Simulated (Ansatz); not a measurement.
A trace of molecular dynamics of H8NPSi (11 atoms, charge 0, multiplicity 1).

Theory: RKS BHLYP-D4/def2-SVP in Ansatz 0.2.0.

```json
{"ensemble": "NVE (velocity Verlet)", "starting velocities drawn for": "300 K", "seed": "9692"}
```

```tsv
time (fs)	T (K)	potential energy less start (eV)	conserved less start (meV/atom)
0	300	0.000	0.00
4	216	0.099	0.06
8	330	-0.033	0.19
12	1312	-1.178	-0.05
16	1869	-1.826	-0.06
20	1225	-1.074	0.14
24	1032	-0.850	0.22
28	1950	-1.920	-0.08
32	2036	-2.020	-0.05
36	1416	-1.298	0.09
40	1466	-1.356	0.02
44	2292	-2.322	-0.43
48	1795	-1.739	0.00
52	1503	-1.398	0.11
56	1686	-1.611	0.12
60	2285	-2.313	-0.39
64	1791	-1.735	0.00
68	1846	-1.798	0.00
72	2027	-2.007	0.14
76	1987	-1.962	0.04
80	1722	-1.655	-0.03
84	1960	-1.933	-0.17
88	2276	-2.302	-0.29
92	1619	-1.531	0.29
96	1863	-1.819	-0.08
100	1848	-1.800	0.03
```

Problem. Is this trajectory sound?

Solution. The conserved energy stayed within 0.52 meV per atom of its start (net change 0.034 meV per atom), so the integration is sound. The kinetic energy rose, since the run started high on the potential surface and went downhill. It ends in pieces (H3P + H5NSi), so much of that is their flight and rotation, not heat. A run of 0.1 ps of so small a system gives no equilibrium averages. The orbitals stay closed-shell, which can raise the energy where a bond breaks towards radicals; this wasn't checked here. The time step was 0.5 fs.

Time of the run: 4.4 min on 2 threads of Intel(R) Xeon(R) Platinum 8488C (Sapphire Rapids), with other jobs on the host, peak memory 0.2 GiB.
